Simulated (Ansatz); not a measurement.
# C3H8N: the cost of one run

Method: UKS r2SCAN-D4/6-31G*, in Ansatz 0.2.0.

1 further run of the same task is left out (it didn't finish).

## Step 1: The structure to begin with

Bond lengths: N2–C3 1.431 Å, C4–C5 1.304 Å, N2–H6 1.019 Å, C3–H7 1.097 Å, C3–H8 1.090 Å, C3–H9 1.101 Å, C4–H10 1.073 Å, C5–H11 1.085 Å, C5–H12 1.079 Å. Angles: N2–C3–H7 108.7°, N2–C3–H8 108.9°, N2–C3–H9 114.6°, H7–C3–H8 108.4°, H7–C3–H9 107.1°, H8–C3–H9 109.0°, C3–N2–H6 109.9°, C4–C5–H11 122.7°, C4–C5–H12 122.4°, H11–C5–H12 114.9°, C5–C4–H10 128.5°.

Structure file:

```xyz
12

H    -0.6298   -0.6037   -0.1133
N     0.0575   -1.2787    0.8212
C     0.8653   -0.3464    1.5461
C    -1.1621    0.1610   -1.1467
C    -0.4978    1.1890   -1.5972
H     0.6506   -1.8908    0.2631
H     1.4196   -0.8894    2.3209
H     0.2144    0.3794    2.0342
H     1.6060    0.1906    0.9340
H    -2.1179   -0.2082   -1.4660
H    -0.8697    1.8223   -2.3964
H     0.4638    1.4750   -1.1999
```

## Step 2: A restrained relaxation towards end A

Springs on the bonds that form and break draw the guess towards this end; the thresholds are loose.

Input file input.yaml:

```yaml
crystal:
  periodic: [false, false, false]
  atoms:
    - { symbol: H, position_ang: [-0.6298, -0.6037, -0.1133] }
    - { symbol: "N", position_ang: [0.0575, -1.2787, 0.8212] }
    - { symbol: C, position_ang: [0.8653, -0.3464, 1.5461] }
    - { symbol: C, position_ang: [-1.1621, 0.161, -1.1467] }
    - { symbol: C, position_ang: [-0.4978, 1.189, -1.5972] }
    - { symbol: H, position_ang: [0.6506, -1.8908, 0.2631] }
    - { symbol: H, position_ang: [1.4196, -0.8894, 2.3209] }
    - { symbol: H, position_ang: [0.2144, 0.3794, 2.0342] }
    - { symbol: H, position_ang: [1.606, 0.1906, 0.934] }
    - { symbol: H, position_ang: [-2.1179, -0.2082, -1.466] }
    - { symbol: H, position_ang: [-0.8697, 1.8223, -2.3964] }
    - { symbol: H, position_ang: [0.4638, 1.475, -1.1999] }
magnetization:
  spin_polarized: true
  initial_magnetization: 1
basis:
  gaussian: { orbitals: "6-31G*" }
hamiltonian:
  xc: r2scan
  dispersion: d4
relax:
  f_tol: 0.15
  max_steps: 25
  restrain:
    - { distance: [0, 3], at: 2.37, k: 30.0 }
    - { distance: [1, 0], at: 1.02, k: 30.0 }
output:
  orbitals: {}
```

The run is started by

```sh
ansatz run input.yaml --threads 2 --pin off --max-ram 3072MiB --backend cpu --events-out ev --progress --plain --runs-dir out
```

What time and memory should one allow on 2 threads of Arm Neoverse N1, shared host?

About 60 s, with a peak of 0.24 GiB.
